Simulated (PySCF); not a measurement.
# NaO: from constants to spectrum

PBE0 constants of NaO, ²Π (doublet), unpaired electrons π ↑ (Na def2-TZVP, O def2-TZVP; no relativity (PySCF 2.14); masses 22.9898 and 15.9949 u):

| Quantity | Value |
| --- | --- |
| ωe | 492.3 cm⁻¹ |
| ωexe | 3.46 cm⁻¹ |
| Be | 0.42664 cm⁻¹ |
| αe | 0.00467 cm⁻¹ |
| De to Na + O | 2.54 eV |

Problem. What force constant and bond length do these constants imply?

Solution. Reduced mass μred = 9.4324 u; k = 5.8918×10⁻⁷·μred·ωe² (u, cm⁻¹, mdyn/Å) = 1.35 mdyn/Å; Re = √(16.8576/(μred·Be)) (u, cm⁻¹, Å) = 2.047 Å.

Problem. Estimate the centrifugal constant D from the Kratzer relation and find the Dunham coefficient a1.

Solution. D = 4Be³/ωe² = 1.28e-06 cm⁻¹; a1 = −1 − αeωe/(6Be²) = -3.11.

The state was picked by a PBE0 search and need not be the measured ground state.
